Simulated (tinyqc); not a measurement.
UHF in the sto-6g basis, for H2O, spin multiplicity 3, step by step. This run ends on a higher stationary point, not on the lowest solution. One step of it, computed by the program tinyqc.

Task: Orthogonalisation. S = U s U^T; symmetric (Loewdin) form X = U s^(-1/2) U^T, so that X^T S X = 1.

overlap S, order 1O 1s, 1O 2s, 1O 2px, 1O 2py, 1O 2pz, 2H 1s, 3H 1s:
```
[[1.000000, 0.231145, 0.000000, 0.000000, 0.000000, 0.053924, 0.053924],
 [0.231145, 1.000000, 0.000000, 0.000000, 0.000000, 0.468958, 0.468958],
 [0.000000, 0.000000, 1.000000, 0.000000, 0.000000, 0.000000, 0.000000],
 [0.000000, 0.000000, 0.000000, 1.000000, 0.000000, 0.327092, -0.327092],
 [0.000000, 0.000000, 0.000000, 0.000000, 1.000000, 0.209644, 0.209644],
 [0.053924, 0.468958, 0.000000, 0.327092, 0.209644, 1.000000, 0.211792],
 [0.053924, 0.468958, 0.000000, -0.327092, 0.209644, 0.211792, 1.000000]]
```

Give: eigenvalues of S; X.

Result:

eigenvalues of S: [0.352, 0.420, 0.896, 1.000, 1.079, 1.369, 1.884]

X, order 1O 1s, 1O 2s, 1O 2px, 1O 2py, 1O 2pz, 2H 1s, 3H 1s:
```
[[1.023, -0.138, 0.000, 0.000, -0.008, 0.020, 0.020],
 [-0.138, 1.241, 0.000, 0.000, 0.097, -0.294, -0.294],
 [0.000, 0.000, 1.000, 0.000, 0.000, 0.000, 0.000],
 [0.000, 0.000, 0.000, 1.122, 0.000, -0.237, 0.237],
 [-0.008, 0.097, 0.000, 0.000, 1.042, -0.129, -0.129],
 [0.020, -0.294, 0.000, -0.237, -0.129, 1.201, -0.075],
 [0.020, -0.294, 0.000, 0.237, -0.129, -0.075, 1.201]]
```
